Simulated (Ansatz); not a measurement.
How methods differ on BH3 (borane)

BH3: 4 atoms, total charge 0, spin state singlet. SMILES: `B`. The shape is that of a PBE0-D4/def2-TZVP optimisation.

```xyz
4

B     0.0139   -0.0151   -0.0051
H     0.9822    0.3817    0.5688
H    -0.2762   -1.1718    0.0430
H    -0.6644    0.7449   -0.6269
```

Each level gives the energy change with the B1–H2 bond stretched from 1.193 to 2.387 Å (eV). The values are calculated.

```json
{"level": "SVWN5/6-31G* (spherical functions) (restricted)", "kind": "LDA", "program": "Ansatz", "value (eV)": "3.72"}
{"level": "BLYP/6-31G* (spherical functions) (restricted)", "kind": "GGA", "program": "Ansatz", "value (eV)": "3.67"}
{"level": "B3LYP/6-31G* (spherical functions) (restricted)", "kind": "global hybrid", "program": "Ansatz", "value (eV)": "3.94"}
{"level": "r2SCAN0/6-31G* (spherical functions) (restricted)", "kind": "hybrid meta-GGA", "program": "Ansatz", "value (eV)": "4.12"}
{"level": "RPA@PBE/6-31G* (spherical functions) (restricted)", "kind": "RPA", "program": "Ansatz", "value (eV)": "3.61"}
{"level": "CCSD/6-31G* (spherical functions) (restricted)", "kind": "coupled cluster or CI", "program": "Ansatz", "value (eV)": "3.61"}
{"level": "CCSDT(Q)/6-31G* (spherical functions) (restricted)", "kind": "coupled cluster or CI", "program": "Ansatz", "value (eV)": "3.51"}
{"level": "CCSDTQ/6-31G* (spherical functions) (restricted)", "kind": "coupled cluster or CI", "program": "Ansatz", "value (eV)": "3.51"}
{"level": "FCI/3-21G", "kind": "exact in the basis", "program": "Ansatz", "value (eV)": "3.33"}
```

The first shape isn't each level's own minimum. The values span 3.33 to 4.12 eV. High-level rows in very small sets aren't better than simpler rows in larger ones.
